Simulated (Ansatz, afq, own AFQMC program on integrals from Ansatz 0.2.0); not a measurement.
AFQMC on a folder of integrals that Ansatz 0.2.0 wrote.

```yaml
crystal:
  periodic: [false, false, false]
  atoms:
    - {symbol: Al, position_ang: [0.000000, 0.000000, 0.686473]}
    - {symbol: N, position_ang: [0.000000, 0.000000, -1.084932]}
    - {symbol: H, position_ang: [0.000000, 0.833405, -1.649784]}
    - {symbol: H, position_ang: [0.000000, -0.833405, -1.649784]}
basis:
  gaussian: {orbitals: cc-pVDZ}
total_charge: 1
magnetization: {spin_polarized: true, initial_magnetization: 1}
correlation: {method: ccsd_t, electrons: outside_noble_gas, hamiltonian_folder: ham}
```

```sh
$ ansatz run in.yaml --threads 1 --pin off --events-out ev --progress --plain --max-ram 24576MiB --backend cuda --devices 0, --max-vram 18GiB
```

Options of the walk:

```
--method phaseless --trial hf --walkers 4000 --populations 20 --least-time 40 --time-step 0.005 --steps-per-block 20 --equilibration-blocks 112 --max-blocks 4000 --target-error 0.0009000 --factor-cut 1e-05 --start spin_pure --seed 5127 --taylor-order 6
```

Times are imaginary, in 1/Eh. The walk had a cap of 49 s. With eight or more populations the least sampling time is a fifth of least-time, and the error comes from their spread.

Output of the walk:

```
orbitals 36  electrons 5 4  factors 275 of 404
reference energy -297.27390515 Eh
CCSD correlation -0.21407136 Eh in 12 cycles, weight of the determinant in the CISD state 0.9137
energy of the start -297.273988 Eh
 block  time / (1/Eh)  mean weight  energy / Eh
     1     0.100  1.0014  -297.333332
     2     0.200  1.0016  -297.375579
     3     0.300  1.0015  -297.402326
     4     0.400  1.0018  -297.425163
     5     0.500  1.0013  -297.439036
     7     0.700  1.0008  -297.462829
     9     0.900  1.0007  -297.471650
    11     1.100  1.0001  -297.477821
    21     2.100  0.9995  -297.489793
    31     3.100  1.0003  -297.492913
    36     3.600  0.9998  -297.487100
    41     4.100  0.9999  -297.493699
    51     5.100  1.0003  -297.488487
    61     6.100  1.0001  -297.496687
    71     7.100  1.0004  -297.496878
    81     8.100  0.9999  -297.501816
    91     9.100  1.0004  -297.493932
   101    10.100  1.0000  -297.500457
   111    11.100  1.0001  -297.493882
   121    12.100  0.9999  -297.501935
   131    13.100  1.0000  -297.494525
   141    14.100  0.9999  -297.488948
   151    15.100  0.9997  -297.493480
   161    16.100  1.0003  -297.500257
   171    17.100  0.9998  -297.488470
   181    18.100  1.0000  -297.495364
   191    19.100  1.0001  -297.503318
   201    20.100  0.9997  -297.493456
   211    21.100  0.9999  -297.490771
error from the spread of 20 populations
energy -297.495025 +/- 0.000835 Eh
(rows thinned)
```

The run passed its tests (sampling time, drift between the halves within three errors, error under three times the target), which doesn't prove that it has relaxed.

Against this walk (error 22.7 meV) on the same determinant: CCSD(T) 22.1 meV higher (within the noise), CCSDT(Q) 12.6 meV lower (within the noise), a separate phaseless walk with a CISD trial and standard settings 12.4 ± 23.2 meV lower (within the noise). The error is statistical and leaves out the bias of the constraint.

Cautions: constraint bias not in the error.

The walk took 15 s on 1 × NVIDIA H100 80GB HBM3 with 2 threads of AMD EPYC 7R13 Processor (Zen 3), with other jobs on the host (the card was shared). The log's last line is the phaseless energy.

CCSDT and higher add their correlation energy to the determinant of the CCSD(T) run, since their own runs factorise the integrals more tightly (a shift of under 2 meV). A walk keeps the symmetry of its determinant, which the program's search chose and which needn't be the lowest solution, so a lower state of the same spin and another symmetry isn't excluded.
